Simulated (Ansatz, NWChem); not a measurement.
## How methods differ on C2H3F3 (SMILES FCC(F)F)

The species is C2H3F3 (8 atoms), meant as a singlet with charge 0. SMILES: `FCC(F)F`. The coordinates come from a PBE0-D4/def2-TZVP relaxation. This is one conformer, not always the lowest.

Quantity: the HOMO–LUMO gap, in eV. The values are calculated.

```
            level                    kind  program  value (eV)  CPU time
   SVWN5/def2-SVP                     LDA   Ansatz        8.34     3.4 s
  revPBE/def2-SVP                     GGA   NWChem        8.58      75 s
    TPSS/def2-SVP                meta-GGA   NWChem        8.98   1.7 min
   BHLYP/def2-SVP           global hybrid   Ansatz       14.27     7.2 s
  M06-2X/def2-SVP         hybrid meta-GGA   NWChem       14.24      40 s
   HSE06/def2-SVP  range-separated hybrid   Ansatz       10.79     7.1 s
 wB97M-V/def2-SVP  range-separated hybrid   Ansatz       15.87      65 s
PBE-QIDH/def2-SVP           double hybrid   Ansatz       16.46     9.8 s
```

The values span 8.34 to 16.46 eV. Orbital gaps aren't excitation energies, and those of double hybrids come from the SCF part alone; they tend to grow with the share of exact exchange. CPU times are rough (shared hosts, several kinds of processor): they show what a rung costs within a factor of a few.
